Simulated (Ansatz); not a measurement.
Two structures of C2H5O, doublet, reached by relaxing down either side of one saddle point (PBE0-D4/def2-TZVP). Energies are electronic, without zero-point energy. Program: Ansatz 0.2.0. Basis: def2-TZVPP and def2-QZVPP. Cores are frozen in the correlated methods; orbitals are unrestricted. Extrapolation: Hartree–Fock as exp(−7.88 √X), correlation as X^−2.97. First:

```
8
angstrom
H -0.5711 -1.4029 -0.2474
C -0.1073 -0.6115 0.3751
C 0.1356 0.6530 -0.4236
O -0.8881 -0.4768 1.4755
H 0.8417 -1.0856 0.6936
H 0.6354 1.4029 0.1925
H -0.8103 1.0725 -0.7715
H 0.7640 0.4483 -1.2942
```

Second:

| atom | x (Å) | y (Å) | z (Å) |
| --- | --- | --- | --- |
| H1 | -1.1259 | -1.6253 | 1.1472 |
| C2 | 0.0635 | -0.5855 | 0.0707 |
| C3 | 0.2714 | 0.7673 | -0.4788 |
| O4 | -1.0896 | -0.7363 | 0.7866 |
| H5 | 0.9049 | -1.2113 | 0.3576 |
| H6 | 0.4199 | 1.5218 | 0.3091 |
| H7 | -0.5945 | 1.0861 | -1.0670 |
| H8 | 1.1502 | 0.7831 | -1.1254 |

Question: Which bonds change from the first to the second?

Answer: C₂H₅O ([CH3][CH2][O]) → C₂H₅O ([CH3][CH][OH]); bonds formed: H1–O4; bonds broken: H1–C2.

Question: Give the saddle point's structure and its height above each. (Judge from chemistry; the value comes from the calculation.)

Answer: By the calculation: 29.41 kcal/mol above the first and 41.11 kcal/mol above the second (CCSD(T) at an estimated basis limit (MP2 extrapolated from triple and quadruple zeta, plus CCSD(T) − MP2 in triple zeta)).
| atom | x (Å) | y (Å) | z (Å) |
| --- | --- | --- | --- |
| H1 | -0.9315 | -1.3447 | 0.2162 |
| C2 | 0.0627 | -0.5713 | 0.3370 |
| C3 | 0.1892 | 0.6848 | -0.4489 |
| O4 | -0.9757 | -0.6981 | 1.2321 |
| H5 | 0.9754 | -1.1225 | 0.5828 |
| H6 | 0.5818 | 1.4847 | 0.1922 |
| H7 | -0.7815 | 1.0104 | -0.8263 |
| H8 | 0.8796 | 0.5566 | -1.2850 |

No T1 diagnostic of these runs exceeds 0.018. ⟨S²⟩ of the unrestricted Hartree–Fock references: 0.76 to 0.80 (a pure state has 0.75).

Labels in which every atom is bracketed show which atoms are joined, not bond orders.

For scale, one of the runs: CCSD(T)/def2-TZVPP, 163 basis functions (an equivalent command: `ansatz run in.yaml --threads 2`). Hardware: 2 CPU threads, shared host. Wall time 54 s; peak host memory 3.5 GiB.
